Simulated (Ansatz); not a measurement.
`CCC(C)=N`, charge 0, multiplicity 1.

Q: Give a relaxed structure at PBE0-D4/def2-TZVP (the Gaussian-basis code of Ansatz). (Best estimate.)

A: Ansatz gave: 
```xyz
14

C    -0.023   -0.335    1.708
C    -0.130   -1.005    0.343
C    -0.376   -0.037   -0.781
C     0.697    0.982   -1.041
N    -1.459   -0.131   -1.434
H     0.098   -1.085    2.493
H     0.832    0.342    1.768
H    -0.926    0.239    1.930
H    -0.949   -1.726    0.336
H     0.797   -1.554    0.136
H     0.805    1.656   -0.187
H     0.470    1.580   -1.925
H     1.666    0.495   -1.183
H    -1.502    0.580   -2.165
```
This is one stationary point; other conformers may exist.
